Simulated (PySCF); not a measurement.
## How well do the runs reproduce experiment for BH?

**Measured values to compare with.**

NIST CCCBDB Release 22 (SRD 101), experimental dipoles lists, for the gas: dipole moment 1.27 ± 0.21 D.

Liu, Meijer, Perez-Rios, Phys. Chem. Chem. Phys. 22 (2020) 24191 lists, for the gas: dipole moment 1.27 D.

How close the calculation comes is told at the end.

Species: BH (singlet state).
SMILES with atom numbers: `[BH:1]` (hydrogens: H2 on B1)

Structure used (PBE0-D3(BJ)/def2-SVP), in Å, numbered top down from 1:
```xyz
2
BH angstrom
B      0.6237   -0.0007   -0.0011
H     -0.6286    0.0072   -0.0105
```

The PySCF runs (gas phase, on this PBE0-D3(BJ)/def2-SVP geometry; no spin–orbit coupling):

```
                             level                                          job  basis functions  wall time
PBE0-D3(BJ)/def2-SVP, grid level 1  geometry optimisation from a GFN2-xTB start               19     0.52 s
```

Hardware: one thread of an Intel Xeon 6975P-C, shared host.

## Comparison

**Dipole moment.** Measured: 1.27 D (NIST CCCBDB Release 22 (SRD 101), experimental dipoles) and 1.27 D (Liu, Meijer, Perez-Rios, Phys. Chem. Chem. Phys. 22 (2020) 24191). Differences are taken against the first.

| level | computed (D) | computed − measured (D) | % (from the printed values) |
| --- | --- | --- | --- |
| PBE0-D3(BJ)/def2-SVP | 1.60 | +0.33 | +26 |

The computed dipoles belong to one fixed geometry; measured ones are averaged over vibrations unless marked μe. Magnitudes are compared, not signs.

The geometry is computed, not the measured one. Where a level misses, the cause wasn't examined.
